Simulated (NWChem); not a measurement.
Everything below was run with NWChem. System: difluoromethane (CH$_{2}$F$_{2}$), charge 0, spin multiplicity 1, at a geometry optimised with PBE/def2-SVP. Level: MP2/def2-TZVP, 3 core orbitals frozen.

Output (cleaned and shortened):

```
             Northwest Computational Chemistry Package (NWChem) 7.3.0
             --------------------------------------------------------

                                NWChem Input Module
                                -------------------

 Scaling coordinates for geometry "geometry" by  1.889725989
 (inverse scale =  0.529177249)

 Turning off AUTOSYM since
 SYMMETRY directive was detected!

                             Geometry "geometry" -> ""
                             -------------------------

 Output coordinates in angstroms (scale by  1.889725989 to convert to a.u.)

  No.       Tag          Charge          X              Y              Z
 ---- ---------------- ---------- -------------- -------------- --------------
    1 F                    9.0000     1.11048000     0.00000000    -0.28972800
    2 C                    6.0000     0.00000000     0.00000000     0.49510700
    3 F                    9.0000    -1.11048000     0.00000000    -0.28972800
    4 H                    1.0000     0.00000000     0.92257500     1.12223500
    5 H                    1.0000     0.00000000    -0.92257500     1.12223500

 Effective nuclear repulsion energy (a.u.)      76.7406131861

            Nuclear Dipole moment (a.u.)
            ----------------------------
        X                 Y               Z
 ---------------- ---------------- ----------------
     0.0000000000     0.0000000000     0.0000151178

      Symmetry information
      --------------------

 Group name             C2v
 Group number             16
 Group order               4
 No. of unique centers     3

      Symmetry unique atoms

     1    2    4


 Summary of "ao basis" -> "" (spherical)
 ------------------------------------------------------------------------------
       Tag                 Description            Shells   Functions and Types
 ---------------- ------------------------------  ------  ---------------------
 *                         def2-tzvp                  on all atoms

 Summary of "ao basis" -> "ao basis" (spherical)
 ------------------------------------------------------------------------------
       Tag                 Description            Shells   Functions and Types
 ---------------- ------------------------------  ------  ---------------------
 F                         def2-tzvp                11       31   5s3p2d1f
 C                         def2-tzvp                11       31   5s3p2d1f
 H                         def2-tzvp                 4        6   3s1p

                                 NWChem SCF Module
                                 -----------------

  ao basis        = "ao basis"
  functions       =   105
  atoms           =     5
  closed shells   =    13
  open shells     =     0
  charge          =   0.00
  wavefunction    = RHF
  use symmetry    = T
  symmetry adapt  = T

 Summary of "ao basis" -> "ao basis" (spherical)
 ------------------------------------------------------------------------------
       Tag                 Description            Shells   Functions and Types
 ---------------- ------------------------------  ------  ---------------------
 F                         def2-tzvp                11       31   5s3p2d1f
 C                         def2-tzvp                11       31   5s3p2d1f
 H                         def2-tzvp                 4        6   3s1p

      Symmetry analysis of basis
      --------------------------

        a1         40
        a2         14
        b1         29
        b2         22

 Forming initial guess at       0.1s

      Superposition of Atomic Density Guess
      -------------------------------------

 Sum of atomic energies:        -237.50710334

      Non-variational initial energy
      ------------------------------

 Total energy =    -238.281096
 1-e energy   =    -482.225261
 2-e energy   =     167.203552
 HOMO         =      -0.388240
 LUMO         =       0.133489

      Symmetry analysis of molecular orbitals - initial
      -------------------------------------------------

  Numbering of irreducible representations:

     1 a1          2 a2          3 b1          4 b2

  Orbital symmetries:

     1 a1          2 b1          3 a1          4 a1          5 b1
[...]
              MO Center=  1.5D-16,  1.1D-15,  1.0D-01, r^2= 1.8D+00
   Bfn.  Coefficient  Atom+Function         Bfn.  Coefficient  Atom+Function
  ----- ------------  ---------------      ----- ------------  ---------------
     8      0.297440  1 F  pz                70      0.297440  3 F  pz
    11      0.261962  1 F  pz                73      0.261962  3 F  pz
    39     -0.181471  2 C  pz                14      0.158916  1 F  pz
    76      0.158916  3 F  pz

 Vector   13  Occ=2.000000D+00  E=-5.307421D-01  Symmetry=b2
              MO Center= -3.9D-15, -3.1D-17,  4.6D-01, r^2= 1.7D+00
   Bfn.  Coefficient  Atom+Function         Bfn.  Coefficient  Atom+Function
  ----- ------------  ---------------      ----- ------------  ---------------
    38     -0.256450  2 C  py                 7      0.235657  1 F  py
    69      0.235657  3 F  py                95     -0.219425  4 H  s
   101      0.219425  5 H  s                 41     -0.212881  2 C  py
    10      0.207463  1 F  py                72      0.207463  3 F  py

 Vector   14  Occ=0.000000D+00  E= 1.582643D-01  Symmetry=a1
              MO Center= -5.1D-17, -5.0D-16,  1.3D+00, r^2= 4.9D+00
   Bfn.  Coefficient  Atom+Function         Bfn.  Coefficient  Atom+Function
  ----- ------------  ---------------      ----- ------------  ---------------
    36      2.886416  2 C  s                 96     -2.241478  4 H  s
   102     -2.241478  5 H  s                 45      0.996718  2 C  pz
    95      0.299316  4 H  s                101      0.299316  5 H  s
    34      0.182481  2 C  s

 Vector   15  Occ=0.000000D+00  E= 2.077212D-01  Symmetry=b2
              MO Center= -7.5D-17, -4.7D-15,  1.5D+00, r^2= 4.6D+00
   Bfn.  Coefficient  Atom+Function         Bfn.  Coefficient  Atom+Function
  ----- ------------  ---------------      ----- ------------  ---------------
    96      2.389863  4 H  s                102     -2.389863  5 H  s
    44     -1.361402  2 C  py                95     -0.446879  4 H  s
   101      0.446879  5 H  s                 38     -0.237526  2 C  py
    52      0.157839  2 C  d -1

 Vector   16  Occ=0.000000D+00  E= 2.103207D-01  Symmetry=b1
              MO Center=  4.5D-16, -9.0D-17,  8.6D-01, r^2= 4.2D+00
   Bfn.  Coefficient  Atom+Function         Bfn.  Coefficient  Atom+Function
  ----- ------------  ---------------      ----- ------------  ---------------
    43      1.662703  2 C  px                 5     -1.111031  1 F  s
    67      1.111031  3 F  s                 40      0.366173  2 C  px
    14     -0.347177  1 F  pz                76      0.347177  3 F  pz
    12      0.161212  1 F  px                74      0.161212  3 F  px
    54      0.157436  2 C  d  1

 center of mass
 --------------
 x =   0.00000000 y =   0.00000000 z =  -0.10192704

 moments of inertia (a.u.)
 ------------------
          36.546042260501           0.000000000000           0.000000000000
           0.000000000000         197.746548420909           0.000000000000
           0.000000000000           0.000000000000         173.453611125539

  Mulliken analysis of the total density
  --------------------------------------

    Atom       Charge   Shell Charges
 -----------   ------   -------------------------------------------------------
    1 F    9     9.28   0.77  1.20  0.59  1.01  0.34  2.24  2.27  0.83  0.00  0.01  0.00
    2 C    6     5.64   0.85  1.12  0.50  0.61  0.06  1.11  1.06  0.09  0.05  0.16  0.02
    3 F    9     9.28   0.77  1.20  0.59  1.01  0.34  2.24  2.27  0.83  0.00  0.01  0.00
    4 H    1     0.90   0.27  0.50  0.11  0.02
    5 H    1     0.90   0.27  0.50  0.11  0.02

       Multipole analysis of the density wrt the origin
       ------------------------------------------------

     L   x y z        total         open         nuclear
     -   - - -        -----         ----         -------
     0   0 0 0     -0.000000      0.000000     26.000000

     1   1 0 0      0.000000      0.000000      0.000000
     1   0 1 0     -0.000000      0.000000      0.000000
     1   0 0 1      0.843712      0.000000      0.000015

     2   2 0 0    -14.340582      0.000000     79.266861
     2   1 1 0      0.000000      0.000000      0.000000
     2   1 0 1      0.000000      0.000000      0.000000
     2   0 2 0    -11.184414      0.000000      6.078984
     2   0 1 1      0.000000      0.000000      0.000000
     2   0 0 2    -11.199579      0.000000     19.642890

                   NWChem MP2 Semi-direct Energy/Gradient Module
                   ---------------------------------------------

  Basis functions       =    105
  Molecular orbitals    =    105
  Frozen core           =      3
  Frozen virtuals       =      0
  Active alpha occupied =     10
  Active beta occupied  =     10
  Active alpha virtual  =     92
  Active beta virtual   =     92
  Use MO symmetry       = T
  Use skeleton AO sym   = T

  AO/Fock/Back tols     =   1.0D-09  1.0D-09  1.0D-09

 GA uses MA = F    GA memory limited = T

 Available:
  local mem=  1.26D+08
 global mem=  1.44D+08
 local disk=  0.00D+00
  mp2_memr nvloc                    92
  nvloc new                    92
   1 passes of  10:        5242880                      68472                  17244824.
   1 passes of  10: M    126152351           G      144157150           F     120909471.

 Semi-direct pass number   1 of   1  for RHF alpha+beta  at        2.0s
  vrange nnbf                  5507
  mp2_eaftype                    65  avail_ma_in_mb                  1099
 EAF : mp2_eaftype filesize          65    8622412.
  mp2_eaf for mointskh                     65
Node 0 wrote     40.5 Mb in      0.1 s     Agg I/O rate:   669.8 Mb/s
 Done moints_semi at        5.5s
  mp2_eaftype                    65  avail_ma_in_mb                  1034
 EAF : mp2_eaftype filesize          65    8622412.
  mp2_eaf for kh                    65
 Done maket at        5.8s
 Done multipass loop at        5.8s

          -------------------------------------------
          SCF energy                -238.005572081588
          Correlation energy          -0.664945323724
          Singlet pairs               -0.412601505599
          Triplet pairs               -0.252343818125
          Total MP2 energy          -238.670517405313
          -------------------------------------------

          ---------------------------------------------------
                    Spin Component Scaled (SCS) MP2
          Same spin pairs                     -0.168229212083
          Same spin scaling factor             0.333333333333
          Opposite spin pairs                 -0.496716111641
          Opposite spin scaling fact.          1.200000000000
          SCS-MP2 correlation energy          -0.652135737997
          Total SCS-MP2 energy              -238.657707819585
          ---------------------------------------------------

 -----------------------
 Performance information
 -----------------------

 Timer overhead =  1.46D-07 seconds/call

               Nr. of calls         CPU time (s)                 Wall time (s)                GFlops
             ---------------    -------------------     ------------------------------   -------------------
Name         Min   Avg   Max    Min     Avg     Max     Min     Avg     Max   Mx/calls   Min     Max     Sum
mp2: moin     1     1     1    3.5     3.5     3.5      3.5     3.5     3.5     3.5      0.0     0.0     0.0
mp2: make     1     1     1   0.31    0.31    0.31     0.31    0.31    0.31    0.31      0.0     0.0     0.0
mp2: tota     1     1     1    3.9     3.9     3.9      3.9     3.9     3.9     3.9      0.0     0.0     0.0

 The average no. of pstat calls per process was 3.00D+00
 with a timing overhead of 4.38D-07s

 Task  times  cpu:        5.8s     wall:        5.8s

 Total times  cpu:        5.9s     wall:        5.9s
```

**Question.** Write an NWChem input that would produce this output.

**Answer.** Several could match; the one computed here: 
```
start mol
memory heap 200 mb stack 900 mb global 1100 mb
geometry units angstroms nocenter noautoz
  F      1.110480     0.000000    -0.289728
  C      0.000000     0.000000     0.495107
  F     -1.110480     0.000000    -0.289728
  H      0.000000     0.922575     1.122235
  H      0.000000    -0.922575     1.122235
  symmetry group C2v
end
basis spherical
  * library def2-tzvp
end
scf
  rhf
  nopen 0
  maxiter 100
  thresh 1e-7
  semidirect memsize 60000000 filesize 0
end
mp2
  freeze core 3
end
task mp2 energy
```
